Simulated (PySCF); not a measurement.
Isomers of C4H5N and their computed core-level spectra.

Computed, not measured: delta-SCF UKS SCAN, pcX-2 on the ionised atom, pcseg-1 elsewhere, spin-free X2C (PySCF). Geometries: PBE0-D3(BJ)/def2-SVP; isolated species, one conformer each.

Line lists (1s up to Mg, 2p3/2 beyond; areas count atoms within a level, one atom standing for each set equivalent by bonding):
1. C 1s: 290.54 (area 1), 290.95 (area 1), 291.61 (area 1), 292.35 (area 1) eV; N 1s: 404.68 eV
2. C 1s: 289.82 (area 2), 290.69 (area 2) eV; N 1s: 406.25 eV
3. C 1s: 291.49 (area 1), 291.60 (area 1), 291.79 (area 1), 292.13 (area 1) eV; N 1s: 404.73 eV

Structures:
A. `C#C/C=N/C`
B. `C/C=C/C#N`
C. `c1cc[nH]c1`

Task: Match each list to its structure.

Result: 
- 1 = A: another candidate has the same counts of sites, so positions decide. C 1s: 290.54 terminal alkyne carbon, 290.95 alkyne carbon, 291.61 N-methyl carbon, 292.35 imine carbon; N 1s: 404.68 imine nitrogen.
- 2 = C: no other candidate has these counts of sites. C 1s: 289.82 aromatic CH carbon (×2), 290.69 aromatic CH next to a ring nitrogen (×2); N 1s: 406.25 pyrrole-type nitrogen.
- 3 = B: another candidate has the same counts of sites, so positions decide. C 1s: 291.49 alkene CH carbon, 291.60 allylic carbon, 291.79 alkene CH carbon, 292.13 nitrile carbon; N 1s: 404.73 nitrile nitrogen.

4 of these hole states are spin-contaminated (⟨S²⟩ up to 0.91, against 0.75; counted from 0.85) and less certain.
